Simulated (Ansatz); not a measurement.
## Ansatz (development build ahead of 0.2.0) run

```yaml
crystal:
  periodic: [false, false, false]
  atoms:
    - { symbol: C, position_ang: [0.0, 0.0, 0.0] }
    - { symbol: O, position_ang: [0.0, 0.0, 2.3415] }
basis:
  gaussian: { orbitals: "6-31G" }
total_charge: 1
magnetization:
  spin_polarized: true
  initial_magnetization: 1
hamiltonian:
  xc: hf
scf:
  omitted_lower_state_checks: [stability, starts, atomic_configurations, cluster_reference, orbital_swaps, given_window_search, neighbouring_geometries, increment]
output:
  forces: true
```

The input is written out in the form of the current development build from the run's settings.

Output:

```yaml
Converged: yes
Total_energy: -112.06259 hartree
Spin_squared_of_the_determinant: 1.762
```

Forces (eV/Å):
```json
{"atom": "C1", "Fx": "0.000", "Fy": "0.000", "Fz": "-0.086"}
{"atom": "O2", "Fx": "0.000", "Fy": "0.000", "Fz": "0.086"}
```

This is not the lowest solution: another run reaches a determinant 0.70 eV lower. Caution: the unrestricted determinant is a mixture of spin states.
